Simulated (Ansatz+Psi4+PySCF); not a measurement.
## singlet NH3: levels of theory in one basis

```xyz
4

N     0.0000    0.0000    0.1165
H     0.0000    1.8795   -0.6601
H     0.8138   -0.4699   -0.2718
H    -0.8138   -0.4699   -0.2718
```

Basis set: cc-pVTZ (spherical functions). Correlated methods keep 1 orbital frozen. Charge 0, multiplicity 1.

Computed with Ansatz (development build ahead of 0.2.0) and Psi4 1.11; each method stands on the lowest determinant of its kind that the runs found.

```json
{"method": "RHF", "E − E(RHF) (eV)": "0.00", "<S²> of the determinant": "0.00"}
{"method": "UHF", "E − E(RHF) (eV)": "-1.93", "<S²> of the determinant": "0.89"}
{"method": "RHF-MP2", "E − E(RHF) (eV)": "-7.06", "<S²> of the determinant": "–"}
{"method": "RHF-CCSD", "E − E(RHF) (eV)": "-7.83", "<S²> of the determinant": "–"}
{"method": "UHF-CCSD", "E − E(RHF) (eV)": "-7.82", "<S²> of the determinant": "0.89"}
{"method": "RHF-CCSD(T)", "E − E(RHF) (eV)": "-8.27", "<S²> of the determinant": "–"}
{"method": "UHF-CCSD(T)", "E − E(RHF) (eV)": "-8.10", "<S²> of the determinant": "0.89"}
```

(1) What does UHF-MP2 give on the same scale?

(2) Is a single determinant a sound starting point here?

Results:

(1) -7.12 eV.

(2) It is doubtful. Unrestricted orbitals lower Hartree–Fock by 1.93 eV and <S²> is 0.89 where a pure state has 0.00, a sign of strong static correlation.

Caution for RHF, RHF-MP2, RHF-CCSD, RHF-CCSD(T): an unrestricted determinant lies well below. Caution for UHF, UHF-MP2, UHF-CCSD, UHF-CCSD(T): the unrestricted determinant is a mixture of spin states. Caution for RHF-MP2, UHF-MP2, RHF-CCSD, UHF-CCSD, RHF-CCSD(T), UHF-CCSD(T): large amplitudes, a single reference is doubtful. Caution for UHF-MP2, UHF-CCSD, UHF-CCSD(T): a plain start can end on a higher determinant. Caution for RHF-CCSD, RHF-CCSD(T): the amplitudes may be one of several solutions. Caution for UHF-CCSD(T): another reference gives a lower total.
